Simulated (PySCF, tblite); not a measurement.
# Li+ and 2 × hydrogen fluoride

A gas-phase complex of Li+ and 2 × hydrogen fluoride; charge +1, singlet. The structure comes from a short search (6 tight-binding starts) and was optimised by PBE0-D3(BJ)/def2-SVPD; another way of binding may lie lower.

This structure isn't a minimum: the optimisation stopped short of the minimum along a soft mode, which is imaginary here (64i cm⁻¹ by PBE0-D3(BJ)/def2-SVPD), and forces of up to 0.013 eV/Å are left. All values below rest on it.

```json
{"part": "1", "name": "Li+", "SMILES": "[Li+]", "atoms": "1", "charge": "+1", "multiplicity": "1"}
{"part": "2", "name": "hydrogen fluoride", "SMILES": "F", "atoms": "2–3", "charge": "0", "multiplicity": "1"}
{"part": "3", "name": "hydrogen fluoride", "SMILES": "F", "atoms": "4–5", "charge": "0", "multiplicity": "1"}
```

```csv
atom,part,x (Å),y (Å),z (Å)
Li1,1,1.074,0.223,-0.083
F2,2,1.601,-1.092,1.072
H3,2,1.906,-1.829,1.550
F4,3,0.631,1.441,-1.367
H5,3,0.444,1.976,-2.104
```

Contacts between parts, classed by geometry: Li1···F4 1.825 Å (ion contact); Li1···F2 1.828 Å (ion contact).

Interaction energies are complex less parts, with the parts frozen as they stand in it; counterpoise-corrected, in kcal/mol (PySCF).

Question: Give the interaction energy at each level run.

Answer: 
| level | interaction | superposition error removed |
| --- | --- | --- |
| wB97M-D3(BJ)/def2-TZVPD | -43.06 | -0.11 |
| PBE0-D3(BJ)/def2-TZVPD | -43.57 | -0.09 |

Question: What holds them together? Decompose the wB97M-D3(BJ)/def2-TZVPD energy: frozen parts, their antisymmetrised product, then relaxation.

Answer: electrostatic -34.7, Pauli repulsion +10.9, orbital relaxation -18.7, dispersion correction -0.7 kcal/mol, which sum to the value before the counterpoise correction; the Pauli term holds the exchange-correlation of the frozen density too. Of the attraction, 64 % is electrostatic, 34 % is orbital relaxation, 1 % is dispersion correction.

Question: Are the pair energies additive?

Answer: The pairs sum to -44.91 kcal/mol (1–2 -22.8, 1–3 -22.8, 2–3 0.6); the rest of +1.85 is a many-body weakening.

The parts were also relaxed and run alone, at the levels used for the complex: shieldings by PBE0/pcSseg-2; core levels by delta-SCF with SCAN, pcX-2 on the ionised atom and pcseg-1 elsewhere, spin-free X2C.

Question: How do these values change when the complex forms?

Answer: 
```tsv
property	alone	in the complex	change
shielding of Li1 (ppm)	95.2	93.8	-1.4
shielding of F4 (ppm)	410.9	415.0	+4.1
shielding of F2 (ppm)	410.9	415.0	+4.1
F4 1s core level (eV)	694.12	700.79	+6.68
```

The 6 runs behind this took 72 s in all, one thread each of Arm Neoverse V1 on a shared host, launched as `OMP_NUM_THREADS=1 python cluster_run.py task.json out`.
